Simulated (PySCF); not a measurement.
**PH (SMILES [PH]): UBLYP/cc-pVTZ**

Aim: the energy change on altering one bond length of PH at UBLYP/cc-pVTZ, from 2 runs. The job is set up through a Python script.

The calculation is run with PySCF 2.14.0.

4 further runs of the same task are left out: 4 set aside as unsound or not needed.

## Step 1: The structure to begin with

PH has 2 atoms, charge 0, and is taken as a triplet. As SMILES, `[PH]`. The coordinates come from a PBE0-D4/def2-TZVP relaxation.

Bond lengths: P1–H2 1.428 Å.

## Step 2: The energy at UBLYP/cc-pVTZ

File job.py:

```python
# HP
from pyscf import gto, dft

mol = gto.M(
    atom='P -0.000000 -0.000000 -0.014610; H 0.000000 0.000000 1.413680',
    basis='cc-pvtz',
    spin=2,
    max_memory=1860,
    charge=0,
    verbose=3,
)

ks = dft.UKS(mol)
ks.xc = 'blyp'
ks.grids.level = 5
ks.conv_tol = 1e-10
ks.kernel()
if not ks.converged:
    ks = ks.newton().run(ks.mo_coeff, ks.mo_occ)

e_final = ks.e_tot
print('E(%s) = %.9f' % ('BLYP', e_final))
```

Launch:

```console
$ OMP_NUM_THREADS=1 python job.py
```

Standard output:

```text
WARN: HOMO -0.193889183782711 >= LUMO -0.193889183782728

converged SCF energy = -341.887559245836  <S^2> = 2.0046849  2S+1 = 3.0031217
E(BLYP) = -341.887559246
```

It took 2.9 s on 1 thread of Arm Neoverse V2, shared host; peak memory 0.26 GiB.

## Step 3: The distorted shape, same level

File calc.py:

```python
from pyscf import gto, dft

molecule = gto.M(
    atom=[
    ('P', (-0.000000, -0.000000, -0.228820)),
    ('H', (0.000000, 0.000000, 1.413680)),
],
    basis='cc-pvtz',
    verbose=4,
    max_memory=1860,
    spin=2,
)

myscf = dft.UKS(molecule, xc='blyp')
myscf.conv_tol = 1e-10
myscf.grids.level = 5
myscf.kernel()
if not myscf.converged:
    myscf = myscf.newton().run(myscf.mo_coeff, myscf.mo_occ)

energy = myscf.e_tot
print('E(%s) = %.9f' % ('BLYP', energy))
```

Launch:

```console
$ OMP_NUM_THREADS=1 python calc.py
```

Standard output:

```text
PySCF version 2.14.0

[INPUT] num. atoms = 2
[INPUT] num. electrons = 16
[INPUT] charge = 0
[INPUT] spin (= nelec alpha-beta = 2S) = 2
[INPUT] symmetry False subgroup None
[INPUT] Mole.unit = angstrom
[INPUT] Symbol           X                Y                Z      unit          X                Y                Z       unit  Magmom
[INPUT]  1 P      0.000000000000   0.000000000000  -0.228820000000 AA    0.000000000000   0.000000000000  -0.432407131823 Bohr   0.0
[INPUT]  2 H      0.000000000000   0.000000000000   1.413680000000 AA    0.000000000000   0.000000000000   2.671468027775 Bohr   0.0

nuclear repulsion = 4.83266859287671
number of shells = 15
number of NR pGTOs = 75
number of NR cGTOs = 48
basis = cc-pvtz
ecp = {}

[... 36 lines left out ...]
WARN: HOMO -0.190128383724057 >= LUMO -0.190128383724059
[... 42 lines left out ...]
converged SCF energy = -341.877769090173  <S^2> = 2.0052974  2S+1 = 3.0035295
E(BLYP) = -341.877769090
```

It took 3 s on 1 thread of Arm Neoverse V2, shared host; peak memory 0.26 GiB.

## Step 4: Outcome

Level: UBLYP/cc-pVTZ.

| quantity | value |
| --- | --- |
| first shape: total energy | -341.88756 Eh |
| first shape: dipole moment | 0.42 D |
| first shape: HOMO energy (highest over α and β) | -5.82 eV |
| first shape: LUMO energy (lowest over α and β) | -3.99 eV |
| first shape: ⟨S²⟩ | 2.005 |
| distorted shape: total energy | -341.87777 Eh |
| distorted shape: dipole moment | 0.10 D |
| distorted shape: HOMO energy (highest over α and β) | -5.87 eV |
| distorted shape: LUMO energy (lowest over α and β) | -4.03 eV |
| distorted shape: ⟨S²⟩ | 2.005 |
| energy change with the P1–H2 bond stretched from 1.428 to 1.643 Å | 0.266 eV |

**Reading.** With the P1–H2 bond stretched from 1.428 to 1.643 Å the energy rises by 0.27 eV (6.1 kcal/mol). The first shape isn't relaxed at this level, so the change isn't measured from a minimum.
